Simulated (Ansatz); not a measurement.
System: bcc W. Method: r²SCAN (PAW; Ansatz, a first-principles code).

Settings: plane-wave cutoff 500 eV, 18×18×1 k mesh (along the axes of the cell as run), Fermi–Dirac smearing 0.1 eV, scalar-relativistic PAW data made under PBE.

### Question
Predict the surface energy of the (111) face and work function of the (111) face.

### Answer

* **surface energy of the (111) face**: 3.84 J/m²
* **work function of the (111) face**: 4.20 eV

The slab of 18 atoms is relaxed and unreconstructed.

Spin–orbit coupling is not included.

The computed numbers hold no vibrational or temperature effects.

Cost on a shared machine: about 70 core-minutes (a rough figure).
